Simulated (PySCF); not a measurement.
# How far each method lies from RCCSDT(Q) for HBO, singlet

Geometry: a point of a bend scan, not a stationary point.

```xyz
3

B    -0.3332    0.0000    0.5755
O     0.2125    0.0000   -0.4909
H     0.2010    0.0000    1.6195
```

Basis 6-31G; PySCF 2.14.0. Correlated methods freeze the noble-gas cores, which leaves 10 electrons in 18 orbitals. Prefix R: restricted or restricted open-shell reference.

Full CI isn't at hand for all of this; RCCSDT(Q) serves as the reference, and is uncertain by the last step of the cluster series or more.

* T1 diagnostic (ROHF- or RHF-based CCSD): 0.0271
* largest doubles amplitude (ROHF- or RHF-based CCSD): 0.112

Task: From what is known of these methods and the diagnostics, rank them by the size of their error in total energy against RCCSDT(Q) in 6-31G, smallest first (an estimate: the text doesn't fix the numbers).
A. RHF
B. RCCSD
C. RCCSD(T)
D. RCCSDT
E. RMP2

Result: D (21 meV), C (39 meV), B (244 meV), E (281 meV), A (5739 meV).

All errors are against RCCSDT(Q) in 6-31G. Within each family the higher level lies nearer, as is usual though not guaranteed.
